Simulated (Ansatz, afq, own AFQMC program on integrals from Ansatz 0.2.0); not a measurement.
# BGe, quartet → BGe⁺, quintet

```yaml
atoms:
  - { symbol: Ge, position_ang: [0.0000, 0.0000, 0.0000] }
  - { symbol: B, position_ang: [0.0000, 0.0000, 1.9774] }
```

E(quintet, charge +1) − E(quartet, charge +0) at this geometry, on UHF and UHF determinants.

Basis cc-pVDZ. Noble-gas cores (and the filled d shells of Ga–Kr and In–Xe) are frozen. AFQMC by an in-house program on the Cholesky factors that Ansatz 0.2.0 writes for its CCSD(T) run. The CISD trial takes its coefficients from CCSD amplitudes. Released means that phaseless walkers are propagated on without the constraint, phases kept. ± is one standard error of the sampling. No spin–orbit coupling. The errors of all members are added in quadrature.

Full CI on the same integrals is exact in this basis and with this determinant's frozen core.

Errors are counted within cc-pVDZ, not against nature.

Cautions: inner d shell frozen; no relativity below Rb; no spin-orbit coupling; BGe (quartet): raised T1 diagnostic (T1 0.040, weight of the determinant 0.87, largest double 0.09), the released energies are still falling, so no released level is given (meV from the phaseless value at times in 1/Eh: -6 ± 3 at 0.24, -12 ± 3 at 0.51, -21 ± 5 at 0.99, -23.1 ± 2.3 at 1.62, -27 ± 4 at 2.40), its ph-AFQMC/CISD value lies 41 ± 3 meV above full CI; BGe⁺ (quintet): lower spins were not checked, the released energies are still falling, so no released level is given (meV from the phaseless value at times in 1/Eh: -12 ± 4 at 0.24, -14 ± 3 at 0.51, -17.2 ± 2.1 at 0.99, -18.7 ± 2.4 at 1.62, -17 ± 8 at 2.40), the ph-AFQMC/CISD walk drifts between its halves (2.7 errors), its ph-AFQMC/CISD value lies 32 ± 3 meV above full CI; this needn't be the first ionization.

```csv
level,vertical ionization energy (kcal/mol)
HF,210.2
CCSD,233.0
```

(1) From these cheaper values, estimate the vertical ionization energy at the reference level in cc-pVDZ.

(1) 234.5 kcal/mol (full CI in cc-pVDZ).

```csv
level,vertical ionization energy (kcal/mol),error against FCI (kcal/mol)
MP2,226.9,-7.6
CCSD(T),234.1,-0.4
CCSDT,234.4,-0.1
CCSDT(Q),234.5,0.0
CCSDTQ,234.5,0.0
ph-AFQMC/HF,234.7 ± 0.7,0.2 ± 0.7
ph-AFQMC/CISD,234.3 ± 0.1,-0.2 ± 0.1
```

Correlation beyond CCSD(T) adds 0.4 kcal/mol. The perturbative (T) step is worth +1.1 kcal/mol.

CCSDT and higher add their correlation energy to the determinant of the CCSD(T) run, since their own runs factorise the integrals more tightly (a shift of under 2 meV). A walk keeps the symmetry of its determinant, which the program's search chose and which needn't be the lowest solution, so a lower state of the same spin and another symmetry isn't excluded.
